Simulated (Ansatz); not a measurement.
Diamond, treated with G0W0@PBE in Ansatz (hard PAW, contour deformation, complete-basis limit).

Settings: largest k mesh 16×16×16 (not extrapolated in the mesh).

The cell has the measured lattice: a = b = c = 3.5670 Å, α = β = γ = 90.00°.

Task: Estimate the band gap that the calculation returns.

Result: 
- band gap = 5.60 eV (indirect)

Note: the correction to the complete basis was taken at k points off the band edges; cell and atoms aren't relaxed at this level; the gap holds a correction of +0.36 eV to the complete basis, taken at k points off the band edges.

The computed numbers hold no vibrational or temperature effects.

Ansatz is a quantum-chemistry and plane-wave program.
